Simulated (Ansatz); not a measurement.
A made-up structure of B₂NH₄ (charge -1), singlet:

```
atom    x (Å)    y (Å)    z (Å)
  B1  -1.0734   0.2409  -0.7740
  N2   0.0003  -0.0002  -0.0004
  B3   1.0735  -0.2409   0.7739
  H4   1.7716  -1.1459   0.9014
  H5  -1.2715   1.3360  -1.2930
  H6   1.0569  -0.0571   1.9879
  H7   2.1317  -0.6584   0.3114
```

It is relaxed with PBE-D4/def2-SVPD and then PBE0-D4/def2-TZVPD (Ansatz 0.2.0). Atoms count as bonded within 1.22 times the sum of their covalent radii (H–H: 0.88 Å). The end point is not checked to be a true minimum.

(1) Does its bonding change? (Judge from chemistry; the calculation decides.)

Results:

(1) Computed: Yes. Formed: none; broken: H4–H7.

Where it ends: The first stage lowers the energy by 3.47 eV in 10 steps. It ends as B₂NH₄ ([BH][N][BH3]), total charge -1:
```xyz
7
angstrom
B -0.7762 0.5750 -0.7337
N 0.1369 0.1193 -0.0285
B 1.2541 -0.4378 0.8338
H 1.2044 -1.6749 0.8605
H -1.6441 1.0081 -1.4038
H 1.1566 -0.0162 1.9941
H 2.3574 -0.0991 0.3848
```

Labels in which every atom is bracketed show which atoms are joined, not bond orders.

For scale, one of the runs: PBE0-D4/def2-TZVPD relaxation, 147 basis functions, launched by `ansatz run in.yaml --threads 2 --pin off --events-out ev --progress --plain --max-ram 4352MiB`. Hardware: 2 CPU threads of an Arm Neoverse V2, shared host. Wall time about 9.5 s.
